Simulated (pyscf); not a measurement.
Optimised with ωB97X-D3(BJ)/def2-SVP in PySCF.

For the elementary gas-phase step `[SiH2]` [singlet] + `[CH4]` → `[CH2]=[SiH2]` + `[H][H]` (singlet surface; C–H, C–H broken, C–Si, H–H formed), what barrier and reaction energy does ωB97M-D3(BJ)/def2-TZVP give, measured from the separated reactants?

ΔE‡ = 228.4 kJ/mol, ΔE = +26.5 kJ/mol. Zero-point energy shifts the barrier by -3.5 kJ/mol. It is a concerted two-bond exchange, with an imaginary mode of 1225i cm⁻¹. On the reactant side the descent ends in a complex, 19.0 kJ/mol under the separated species and 243.0 kJ/mol under the saddle at ωB97X-D3(BJ)/def2-TZVP. The same reactants have a lower exit, to H₃C–SiH₃ (barrier +85.3 kJ/mol at ωB97M-D3(BJ)/def2-TZVP, against +228.4 kJ/mol here). One saddle was located; it need not be the lowest between these sides.
